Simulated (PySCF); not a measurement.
methyl ethyl ether (C3H8O), singlet, at a GFN2-xTB geometry; PySCF with SVWN5/STO-3G.

Here is a job for PySCF.
```python
from pyscf import gto, scf, dft

mol = gto.Mole()
mol.atom = '''
    O     0.022172   -0.706372   -0.008918
    C    -0.001910    0.703791    0.009063
    C     1.319408   -1.235776   -0.004276
    C    -1.449207    1.167504    0.002248
    H     0.515371    1.075025    0.908962
    H     0.531117    1.097999   -0.871671
    H     1.215575   -2.318745   -0.019167
    H     1.887160   -0.910900   -0.886220
    H     1.871403   -0.933890    0.895656
    H    -1.949854    0.799068   -0.888595
    H    -1.965443    0.776323    0.874298
    H    -1.492447    2.252984    0.015870
'''
mol.basis = 'sto-3g'
mol.charge = 0
mol.spin = 0
mol.verbose = 3
mol.build()

mf = dft.UKS(mol)
mf.xc = 'lda,vwn'
mf.kernel()
mf.analyze()
```

What the program printed (banner, timings and long lists left out):

```
converged SCF energy = -190.179540891471  <S^2> = 9.5212727e-13  2S+1 = 1
**** MO energy ****
                             alpha | beta                alpha | beta
MO #1   energy= -18.3317058527293  | -18.3317059006144  occ= 1 | 1
MO #2   energy= -9.63133547462322  | -9.63133539415208  occ= 1 | 1
MO #3   energy= -9.62332987972872  | -9.62332975279234  occ= 1 | 1
MO #4   energy= -9.5831500979      | -9.58315005874826  occ= 1 | 1
MO #5   energy= -0.872513224901009 | -0.872513265548385 occ= 1 | 1
MO #6   energy= -0.640069433251708 | -0.640069365762481 occ= 1 | 1
MO #7   energy= -0.556261614817263 | -0.556261553614002 occ= 1 | 1
MO #8   energy= -0.490988860839096 | -0.490988830088113 occ= 1 | 1
MO #9   energy= -0.379338405371755 | -0.379338381585825 occ= 1 | 1
MO #10  energy= -0.3782430933251   | -0.37824307082195  occ= 1 | 1
MO #11  energy= -0.348170214762568 | -0.348170180199957 occ= 1 | 1
MO #12  energy= -0.326882765714263 | -0.32688273975919  occ= 1 | 1
MO #13  energy= -0.292366446016794 | -0.292366454291371 occ= 1 | 1
MO #14  energy= -0.266798091129981 | -0.266798047528209 occ= 1 | 1
MO #15  energy= -0.2621189024904   | -0.262118916283798 occ= 1 | 1
MO #16  energy= -0.140417288113586 | -0.140417358944092 occ= 1 | 1
MO #17  energy= -0.0636263349432938 | -0.0636264363011938 occ= 1 | 1
MO #18  energy= 0.260852085816278  | 0.260852157256926  occ= 0 | 0
MO #19  energy= 0.351978052830081  | 0.351978145422608  occ= 0 | 0
MO #20  energy= 0.368889688888436  | 0.368889657792539  occ= 0 | 0
MO #21  energy= 0.382547460585814  | 0.382547525714434  occ= 0 | 0
MO #22  energy= 0.41262241500662   | 0.412622442787305  occ= 0 | 0
MO #23  energy= 0.415725778981812  | 0.415725752216135  occ= 0 | 0
MO #24  energy= 0.422793834645904  | 0.422793845131453  occ= 0 | 0
MO #25  energy= 0.45192491120427   | 0.451924878521612  occ= 0 | 0

To work with the spin densities directly, `use mulliken_meta_spin()` only printing them here.

 ** Mulliken spin pop alpha/beta on meta-lowdin orthogonal AOs **
 ** Mulliken Spin Density (per atom)  **
spin density of  0 O =     -0.00000
spin density of  1 C =      0.00000
spin density of  2 C =      0.00000
spin density of  3 C =      0.00000
spin density of  4 H =     -0.00000
spin density of  5 H =     -0.00000
spin density of  6 H =     -0.00000
spin density of  7 H =     -0.00000
spin density of  8 H =     -0.00000
spin density of  9 H =     -0.00000
spin density of  10 H =     -0.00000
spin density of  11 H =     -0.00000
 ** Mulliken pop alpha/beta on meta-lowdin orthogonal AOs **
 ** Mulliken atomic charges   ( Nelec_alpha | Nelec_beta ) **
charge of  0O =     -0.12751  (     4.06376      4.06376 )
charge of  1C =     -0.02580  (     3.01290      3.01290 )
charge of  2C =     -0.10540  (     3.05270      3.05270 )
charge of  3C =     -0.18843  (     3.09422      3.09422 )
charge of  4H =      0.04165  (     0.47917      0.47917 )
charge of  5H =      0.04165  (     0.47917      0.47917 )
charge of  6H =      0.06696  (     0.46652      0.46652 )
charge of  7H =      0.04702  (     0.47649      0.47649 )
charge of  8H =      0.04702  (     0.47649      0.47649 )
charge of  9H =      0.06789  (     0.46606      0.46606 )
charge of  10H =      0.06789  (     0.46606      0.46606 )
charge of  11H =      0.06707  (     0.46646      0.46646 )
Dipole moment(X, Y, Z, Debye):  0.73085,  0.68689,  0.01532
```
